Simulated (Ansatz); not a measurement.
System: chloroform, CHCl3, net charge 0, singlet state. SMILES: ClC(Cl)Cl
Geometry from a B3LYP-D3(BJ)/def2-TZVP (Ansatz, a quantum-chemistry and plane-wave program) optimisation:
```
C
H 1 1.0815
Cl 1 1.7758 2 107.69
Cl 1 1.7758 2 107.69 3 120.00
Cl 1 1.7758 2 107.69 3 -120.00
```

Quantity: atomisation energy, in kcal/mol. Set-up: atomisation electronic, to ground-state atoms; non-relativistic; LANL2DZ with its own core potentials from Na on; UHF or UKS for open shells; valence correlation only; 6-311+G** with 5d, 6d on Na to Ar in Ansatz; spin-orbit terms left out; six Cartesian d functions in 6-31G* and its kin unless marked 5d. CBS marks a two-point X^-3 extrapolation of the correlation energy; Hartree-Fock from the larger set. Ab initio and DFT rows: single points at B3LYP-D3(BJ) geometries (Ansatz).

Coupled cluster (Ansatz) is a level with limits of its own, used here on species with T1 under 0.025 (0.045 for open shells) and stable references: CCSD(T)/CBS(cc-pV(T+d)Z,cc-pV(Q+d)Z).

Value to compare with, CCSD(T)/CBS(cc-pV(T+d)Z,cc-pV(Q+d)Z) (Ansatz): 344.3 kcal/mol.

| level | program | atomisation energy (kcal/mol) | difference |
|---|---|---|---|
| MP2/STO-3G | Ansatz | 301.3 | -43.0 |
| MP2/3-21G | Ansatz | 247.4 | -96.9 |
| MP2/LANL2DZ | Ansatz | 241.9 | -102.4 |
| MP2/6-31G* | Ansatz | 317.3 | -27.0 |
| MP2/6-311+G** | Ansatz | 328.2 | -16.1 |

Among the 5 habitual levels, MP2/LANL2DZ lies farthest from CCSD(T)/CBS(cc-pV(T+d)Z,cc-pV(Q+d)Z) (Ansatz) (-102.4 kcal/mol) and MP2/6-311+G** nearest (-16.1); 0 of 5 lie above it, and their mean absolute difference is 57.1 kcal/mol, the median 43.0. One case shows no general order.

The sets are all those run for this method; left out are runs that failed, that the program found above a lower state of the same kind, or whose <S^2> lies over 0.5 above the pure value.
